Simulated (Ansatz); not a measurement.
The same path of C$_{2}$H$_{5}$FOS (10 atoms, charge 0, multiplicity 1) was run twice with different band settings. The coordinate that changes most is the dihedral H7–C1–C2–S5.

Computed with RHF/def2-SVP in Ansatz.

Relaxed end points:

```xyz
10
Properties=species:S:1:pos:R:3
C -1.138 -0.005 0.207
C 0.298 -0.098 -0.242
O 0.406 0.395 -1.500
F 0.666 -1.405 -0.238
S 1.479 0.804 0.842
H -1.753 -0.575 -0.488
H -1.247 -0.417 1.208
H -1.460 1.034 0.207
H 1.303 0.331 -1.800
H 1.530 -0.114 1.808
```

```xyz
10
Properties=species:S:1:pos:R:3
C -1.138 0.014 0.209
C 0.294 -0.056 -0.259
O 0.438 0.706 -1.370
F 0.586 -1.348 -0.557
S 1.518 0.504 0.996
H -1.278 -0.608 1.091
H -1.400 1.042 0.446
H -1.780 -0.349 -0.594
H 1.332 0.660 -1.682
H 1.511 -0.615 1.722
```

Common settings: spring 5.0 eV/Å²; optimiser quadratic models (default); start path through a guess of the saddle point; force threshold 0.03 eV/Å; end points relaxed.

| run | movable images | climbing image | iteration limit |
| --- | --- | --- | --- |
| 1 | 9 | yes | 28 |
| 2 | 8 | no | 42 |

Task: What does each run give, and how far can it be trusted?

Result: Run 1: converged after 8 iterations, highest image 0.195 eV above the first end. A vibrational analysis at the climbing image gives one clearly imaginary mode, 274i cm⁻¹: a first-order saddle point.
Run 2: converged after 7 iterations, highest image 0.191 eV above the first end. No image climbed, so the highest image needn't sit at the top of the path.
